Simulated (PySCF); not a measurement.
## Level of theory and bond dissociation enthalpies: N-ethylformamide

Structure: `CCNC=O` (C3H7NO). Non-hydrogen atoms are numbered in `[CH3:1][CH2:2][NH:3][CH:4]=[O:5]`.

All levels share the PBE0-D3(BJ)/def2-SVP structures and the GFN2-xTB thermal terms; only the single-point energies (PySCF) change. Values are bond dissociation enthalpies (298 K, kJ/mol).

At ωB97X-D3(BJ)/6-31+G*:
```jsonl
{"quantity": "C1–C2", "value": "359"}
{"quantity": "C4–H", "value": "389"}
{"quantity": "C2–H", "value": "394"}
{"quantity": "N3–C4", "value": "416"}
{"quantity": "C2–N3", "value": "419"}
```

Task: What does ωB97X-D3(BJ)/def2-TZVP give?

Result: C1–C2: 350 (change -8); C4–H: 386 (change -3); C2–H: 389 (change -6); N3–C4: 411 (change -5); C2–N3: 411 (change -8).

Caveats: the order of C4–H and C2–H, of N3–C4 and C2–N3 is undecided: the gaps lie inside the method's error (some 10 kJ/mol, one structure a species); in free energy C2–H and N3–C4 (by 3.7 kJ/mol) differ by less than the method's error (some 10 kJ/mol), so that order is undecided; radicals beside a multiple bond are drawn in one resonance form, and their spin spreads.

Differences come from unrounded values, so a last digit can differ from that of the printed terms.
